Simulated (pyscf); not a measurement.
Single points on ωB97X-D3(BJ)/def2-SVP structures (PySCF, gas phase).

**Question.** Estimate by transition-state theory the rate constant of H₃C–AlH–CH₃ + ammonia (NH₃) -> methane (CH₄) + H₃C–AlH–NH₂ (singlet surface; Al–C, H–N broken, C–H, Al–N formed) at 900 K, with ωB97M-D3(BJ)/def2-TZVP energies (ideal gas, 1 atm, RRHO with modes under 100 cm⁻¹ raised to 100, one conformer, R ln 2 for chiral ones without a mode under 150 cm⁻¹; no tunnelling).

**Answer.** The electronic barrier is 4.7 kcal/mol and the thermal terms add +32.0, so ΔG‡ = 36.7 kcal/mol. With k_BT/h = 1.88e+13 s⁻¹ and RT = 1.788 kcal/mol, and a volume of 1.23e-19 cm³ per molecule at 1 atm, k = 2.9e-15 cm³ molecule⁻¹ s⁻¹. Wigner's tunnelling factor for 1519i cm⁻¹ would be 1.25. A shift of 1 kcal/mol in the barrier changes k by a factor 1.7. On the reactant side the descent ends in an adduct with a Al–N contact (not fully relaxed), 28.8 kcal/mol under the separated species and 32.3 kcal/mol under the saddle at ωB97X-D3(BJ)/def2-TZVP. What is counted as formed (Al–N) is already present as a longer contact in the reactant adduct; forming that adduct is a step of its own. At the saddle there is also a short Al–H contact that neither side keeps. This is the saddle that the search found; another between the same sides may lie lower.
